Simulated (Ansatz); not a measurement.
# CHCl2F: the cost of one run

Computed with Ansatz 0.2.0. Level: RKS wB97X-V/def2-SVP.

**1. Reference run: CHCl2F, relaxed**

Input file input.yaml:

```yaml
crystal:
  periodic: [false, false, false]
  atoms:
    - { symbol: C, position_ang: [0.011511, -0.229854, -0.220971] }
    - { symbol: Cl, position_ang: [1.685029, -0.029715, -0.562871] }
    - { symbol: Cl, position_ang: [-0.366607, -1.507136, 0.866751] }
    - { symbol: H, position_ang: [-0.778835, 0.55613, -0.542999] }
    - { symbol: F, position_ang: [-0.551098, 1.210475, 0.45999] }
basis:
  gaussian: { orbitals: def2-SVP }
hamiltonian:
  xc: { name: wB97X-V }
output:
  forces: true
relax:
  f_tol: 0.02
  max_steps: 120
  constraints: [{ distance: [0, 3] }, { distance: [0, 4] }, { distance: [3, 4] }]
  escape_saddle: false
```

The run is started by

```console
> ansatz run input.yaml --threads 1 --pin off --max-ram 2560MiB --backend cpu --events-out ev --progress --plain --runs-dir out
```

What time and memory should one allow on 1 thread of AMD EPYC 9R45 (Zen 5), shared host?

About 16 s, with a peak of 0.19 GiB.
